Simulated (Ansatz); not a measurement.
Basis-set extrapolation for C6H14O, SMILES `CC(C)C(C)(C)O` (PBE0-D4/def2-TZVP geometry, frozen core, Ansatz). Multiplicity 1, RHF reference.

```csv
,def2-TZVPP,def2-QZVPP
HF,-310.344132,-310.358701
MP2 correlation,-1.308333,-1.393665
CCSD(T) correlation,-1.428858,not run
```

Energies in hartree. Use E(X) = E(∞) + A·exp(−7.88·√X) for Hartree–Fock and E(X) = E(∞) + B·X^(−2.97) for correlation, with X = 3 and 4, and add CCSD(T) minus MP2 of the smaller set to the MP2 limit.

**Question.** What is the CCSD(T) energy at the basis-set limit?

**Answer.** HF limit: -310.358701 + (-0.014569) × 0.13774 = -310.36071. MP2 limit: -1.393665 + (-0.085332) × 0.74074 = -1.45687. Higher-order term: -1.428858 − (-1.308333) = -0.12052. Total: -311.93810 hartree, 103.6 kcal/mol below CCSD(T)/def2-TZVPP.
